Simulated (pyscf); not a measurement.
This saddle point was located with ωB97X-D3(BJ)/def2-SVP in PySCF.

```xyz
9

O      0.5543    -0.4334    -0.3222
B     -0.6123     0.2079    -0.1288
Cl    -2.3005    -1.6898     0.3863
Cl    -1.4543     1.1446    -1.3679
H      0.7202    -0.6665    -1.2430
N     -0.9645     0.4887     1.3203
H     -1.7036    -0.4653     1.3013
H     -0.1828     0.3556     1.9630
H     -1.4526     1.3665     1.4935
```
Charge 0, spin multiplicity 1.

Surface: singlet, charge 0. Lowest wavenumbers (cm⁻¹): 792i, 128, 182, 292, 343.

Question: What reaction is this the transition state of?

Answer: HO–B(Cl)–Cl + NH₃ <-> H₂N–B(OH)–Cl + HCl, a four-centre exchange read from left to right: B–Cl, H–N broken and B–N, Cl–H formed. At ωB97M-D3(BJ)/def2-TZVP it lies +0.19 eV from the left side and +0.54 eV from the right (each side as separated species at their lowest minima found). On the reactant side the descent ends in an adduct with a B–N contact, 0.80 eV under the separated species and 1.01 eV under the saddle at ωB97X-D3(BJ)/def2-TZVP. What is counted as formed (B–N) is already present as a longer contact in the reactant adduct; forming that adduct is a step of its own. One saddle was located; it need not be the lowest between these sides.
